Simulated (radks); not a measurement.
# C²⁺ in 1s1.75 2s2 3s0.25: an all-electron calculation

Wanted: eigenvalues, radial structure and energy terms of the carbon ion C2+.

The numbers are computed with radks (a radial shooting solver on a logarithmic mesh, Libxc functionals) version 1 (scalar-relativistic Kohn-Sham, LDA (Slater exchange, Perdew-Zunger correlation), spin-polarised, spherical densities, point nucleus; open shells are filled with parallel spins first), except any that are marked as measured or tabulated.

**1. What is computed**

* element: carbon (Z = 6)
* charge: +2
* electrons: 4
* configuration: 1s1.75 2s2 3s0.25

**2. The calculation**

The run's settings:

```text
Z 6
configuration 1s1.75 2s2 3s0.25
relativity scalar-relativistic
functional lda,pz
spin polarised
nucleus point
c 137.035999084
```

The run is started by

```
$ python run_ks.py task.json out
```

The same process makes all the runs of this session.

Q: Predict the outcome of this run.

The runs gave:

```
                        quantity                   value
                    total energy       -33.38761 hartree
exchange-correlation share of it                 10.79 %
                            −T/E                  0.9959
          highest occupied level       3s up, -13.574 eV
    most extended occupied level  3s up, <r> = 3.61 bohr
 radius at density 0.001 e/bohr³               3.12 bohr
    maxima of the radial density                       2
```

3 principal shells are occupied and 2 maxima appear in the radial density; where shells overlap, one shows as a shoulder or not at all. This is not the tabulated ground configuration, so its levels and sizes aren't those of the ground state, and no measured value stands beside it.
